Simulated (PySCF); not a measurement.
Coordinates in bohr (charge 0 multiplicity 1):
```
S     0.0000    0.0000   -0.9958
S     0.0000    0.0000    2.5436
F     3.2201    0.0000   -1.3023
F    -3.2201    0.0000   -1.3023
```

Computed with PBE0 in PySCF with S def2-TZVP, F def2-TZVP; no relativity; density-fitted integrals.

This geometry of S2F2 is a stationary point at this level.

Question: What is the point group?

Answer: C2v.

Question: Is it a minimum?

Answer: No: it has 1 imaginary mode, at 233i cm⁻¹ (b1).

Question: Which band is strongest in the infrared?

Answer: 618 cm⁻¹ (b2), 523 km/mol.

Question: What are the dipole moment and the gap between the highest occupied and lowest empty levels?

Answer: 1.18 D and 3.28 eV.

Other isomers or separated fragments may lie lower. At this level a singlet minimum of Cs symmetry lies 151 kJ/mol below this structure.
